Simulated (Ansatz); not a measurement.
The same path of AlClH4 (6 atoms, charge 0, multiplicity 1) was run 3 times with different band settings. Lost on the way: Al1–H2, Cl5–H6. Made: H2–H6.

These are results of RKS BHLYP-D4/def2-SVP in Ansatz 0.2.0, not measurements.

Relaxed end points:

```xyz
6
Properties=species:S:1:pos:R:3
Al 0.001 0.165 0.014
H -0.004 0.690 1.507
H 1.364 0.119 -0.779
H -1.367 0.042 -0.761
Cl 0.079 -2.383 0.944
H 0.076 -2.014 2.173
```

```xyz
6
Properties=species:S:1:pos:R:3
Al 0.021 -0.609 -0.220
H 0.011 0.242 1.948
H 1.383 0.124 -0.457
H -1.382 0.046 -0.439
Cl 0.083 -2.683 0.177
H 0.034 -0.500 2.090
```

Common settings: movable images 7; climbing image yes; optimiser quadratic models (default); start path through a guess of the saddle point; iteration limit 60; end points relaxed.

| run | spring | force threshold |
| --- | --- | --- |
| 1 | 5.0 eV/Å² | 0.03 eV/Å |
| 2 | 20.0 eV/Å² | 0.03 eV/Å |
| 3 | 5.0 eV/Å² | 0.2 eV/Å |

Problem. What does each run give, and how far can it be trusted?

Solution. Run 1: converged after 9 iterations, highest image 0.229 eV above the first end. A vibrational analysis at the climbing image gives one clearly imaginary mode, 787i cm⁻¹: a first-order saddle point.
Run 2: converged after 10 iterations, highest image 0.229 eV above the first end. Another band between the same ends (7 images) ends at a top of the same energy, where a vibrational analysis finds 1 clearly imaginary mode.
Run 3: converged after 7 iterations, highest image 0.228 eV above the first end. The threshold of 0.2 eV/Å is loose, so the images may lie well off the minimum-energy path. Another band between the same ends (7 images) ends at a top of the same energy, where a vibrational analysis finds 1 clearly imaginary mode.
The orbitals stay closed-shell, which can raise the energy where a bond breaks towards radicals; this wasn't checked here.
